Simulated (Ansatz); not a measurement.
# How far each method lies from full CI for NO, quartet

Geometry: a point of a stretch scan, not a stationary point.

```xyz
2

N     0.0000    0.0000    0.0000
O     0.0000    0.0000    1.1150
```

Basis 6-31G; Ansatz 0.2.0. Only valence electrons are correlated (noble-gas cores frozen), which leaves 11 electrons in 16 orbitals. Prefix R: restricted or restricted open-shell reference; prefix U: unrestricted. Active spaces: pair = (5e, 5o) about the gap; valence = (11e, 8o) chosen from the atoms' valence shells.

Full CI is exact within this basis and frozen core; it isn't the basis-set limit. The frozen core follows each run's orbitals, which can shift R against U totals by a few meV.

HF rows are the lowest solutions found. Coupled cluster chose its determinant by trial CCSD, here up to 0.18 eV above the lowest Hartree–Fock solution of its kind, and MP2 stands on that determinant too.

The UHF ⟨S²⟩ is 3.768 and the ⟨S²⟩ of the determinant under UCCSD is 3.774. The T1 diagnostic (RCCSD) is 0.0281. The largest doubles amplitude (RCCSD) is 0.078 and the T1 diagnostic (UCCSD) is 0.0231.

| level | E − E(determinant under the R cluster runs) (eV) |
| --- | --- |
| RMP2 | -5.0026 |
| UMP2 | -4.8717 |
| RCCSD | -5.1115 |
| UCCSD | -5.1280 |
| RCCSD(T) | -5.2220 |
| UCCSD(T) | -5.2253 |

Q: Estimate how far full CI in 6-31G lies from RCCSD(T). The table doesn't fix it; the size of (T) and the diagnostics are the guide.

A: Full CI in 6-31G lies 3.3 kJ/mol below RCCSD(T), which is 31 % of the (T) step (-10.7 kJ/mol). The diagnostics give no warning, yet the rest is a sizeable part of (T).

The other levels:

```tsv
level	E − E(full CI) (kJ/mol)	share of correlation (%)	wall time
RHF†	489.5	–	–
UHF†	466.2	–	0.66 s
BCCD(T)	3.2	99.36	0.57 s
RCCSDT	2.0	99.60	–
UCCSDT	1.8	99.65	–
RCCSDT(Q)	0.1	99.99	3.4 s
UCCSDT(Q)	-0.1	100.03	3 s
RCCSDTQ	0.1	99.97	32 s
UCCSDTQ	0.0	100.00	32 s
CASSCF (pair space)†	441.8	–	–
NEVPT2 (pair space)†	145.7	–	0.36 s
MRCISD (pair space)†	114.2	–	–
MRCISD+Q (pair space)†	98.4	–	0.75 s
CASSCF (valence space)	321.5	36.61	–
NEVPT2 (valence space)	68.5	86.49	0.36 s
MRCISD (valence space)	17.7	96.51	–
MRCISD+Q (valence space)	5.4	98.93	0.96 s
```

A dagger marks rows that describe another state than the reference (another or a broken symmetry, a higher spin or other natural occupations), so the difference isn't the method's error.

The correlation energy at full CI, counted from the determinant under the R cluster runs, is -5.256 eV. That run took 4 min on 1 thread of Arm Neoverse V2, shared host over 5,206,784 determinants.

Run but not shown, since their state, orbitals or frozen core can't be matched to the reference's or they repeat it: CISD, CISDTQ.

Times hold each run's SCF and search for its determinant on a shared host, so for small cases they say little of a method's own cost; they ran on 1 thread of Arm Neoverse V2. Some runs computed forces too.

The full-CI state has the irrep A2 of C2v, in the program's axes (one component, if the state is degenerate).

Natural occupations of full CI about the gap: 1.964 1.964 1.012 1.012 1.005 0.023 0.015 0.015 0.011 0.008; effectively unpaired electrons, Σ n²(2−n)², 3.02.
